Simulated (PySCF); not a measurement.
# C2NP (cyanophosphaethyne): the cost of one run

Computed with PySCF 2.14.0, with density-fitted response routines of our own, on a single molecule in the gas phase. Atoms count from 0, in the outputs and in this text.

## 1. The molecule as given

4 atoms, charge 0, multiplicity 1; geometry from: GFN2-xTB. The atoms were then displaced at random by about 0.01 Å, so the start is not that level's minimum.

Bonds of the start (Å): N0–C1 1.13, C1–C2 1.33, C2–P3 1.62.

## 2. Relaxing the molecule at PBE0-D3(BJ)/def2-SVP

What the job is given:

```
{"job": {"xc": "PBE0", "basis": "def2-SVP", "d3": "d3bj", "grid": 1, "shake": 0.01, "kind": "geom"}, "charge": 0, "multiplicity": 1}
N     -1.907190    -0.046120    -0.018110
C     -0.777920    -0.013340    -0.013080
C      0.553020     0.004120    -0.008130
P      2.170090     0.029970     0.006300
```

Started as:

```sh
> OMP_NUM_THREADS=1 python probes_run.py task.json out
```

This one command runs all jobs of the session in turn.

**Question.** How long does this first job take on 1 thread of Arm Neoverse V1, shared host, and how much memory does it need?

About 5.8 s, with a peak of 0.28 GiB.
